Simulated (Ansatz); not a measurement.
Conformers of C4H7F (`FC1CCC1`), each relaxed with PBE0-D4/def2-TZVP in Ansatz. CBS adds the triple-zeta coupled-cluster correction to the MP2 limit.

Not all of them had a frequency check.

Conformer A:

Z-matrix (Å, degrees):
```
C
C 1 1.531
F 1 1.386 2 110.9
C 1 1.531 2 89.3 3 112.2
H 1 1.092 2 118.9 3 -124.7
C 2 1.544 1 88.9 3 -96.3
H 2 1.090 1 115.4 3 24.8
H 2 1.092 1 111.4 3 149.9
H 4 1.090 1 115.4 2 -137.0
H 4 1.092 1 111.4 2 98.0
H 6 1.090 2 112.2 1 97.6
H 6 1.090 2 117.2 1 -135.7
```

Conformer B:

Cartesian coordinates in Å:
```
F -1.111 -1.771 0.813
C -0.782 -0.679 0.043
C -0.436 0.613 0.778
C 0.645 0.843 -0.299
C 0.602 -0.670 -0.599
H -1.583 -0.541 -0.690
H -1.219 1.359 0.917
H 0.018 0.375 1.742
H 0.266 1.434 -1.135
H 1.595 1.265 0.024
H 1.304 -1.214 0.036
H 0.701 -1.013 -1.629
```

(1) Which is lowest in electronic energy at CCSD(T)/CBS (frozen core, def2 sets), and by how much? (Best estimate.)

(2) Give the energies relative to B (kJ/mol) with r2SCAN-D4/def2-TZVPP, B3LYP-D4/def2-TZVPP, PBE0/def2-TZVPP, B3LYP/def2-TZVPP, MP2/def2-TZVPP, SCS-MP2/def2-TZVPP, HF/def2-QZVPP. (Estimate.)

Answers

(1) Ansatz gave: B; A lies 8.3 kJ/mol higher.

(2) Computed: 
```json
{"level": "r2SCAN-D4/def2-TZVPP", "A": "8.6"}
{"level": "B3LYP-D4/def2-TZVPP", "A": "6.9"}
{"level": "PBE0/def2-TZVPP", "A": "8.9"}
{"level": "B3LYP/def2-TZVPP", "A": "7.2"}
{"level": "MP2/def2-TZVPP", "A": "10.0"}
{"level": "SCS-MP2/def2-TZVPP", "A": "8.8"}
{"level": "HF/def2-QZVPP", "A": "7.8"}
```

B3LYP here is the variant with VWN-RPA as its local correlation; programs differ in this.
